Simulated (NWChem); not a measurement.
System: B, doublet

Here is an NWChem input.

```
start job
memory heap 200 mb stack 900 mb global 1100 mb
geometry units angstroms noautoz
  B      0.000000     0.000000     0.000000
end
basis spherical
  * library 6-31g*
end
dft
  odft
  mult 2
  xc xpbe96 cpbe96
  iterations 150
  mulliken
end
task dft energy
```

The open p shell is one determinant without spherical averaging. No stability test was run on the SCF state.

Problem. What results follow from this input? (PBE/6-31G* (spherical d), spin-unrestricted.) Quantities: energy (Ha); highest occupied level (eV); lowest empty minus highest occupied level, either spin (eV); <S²>.

Solution. 
```yaml
energy (Ha): -24.60
highest occupied level (eV): -3.63
lowest empty minus highest occupied level, either spin (eV): 0.52
"<S²>": 0.751
```
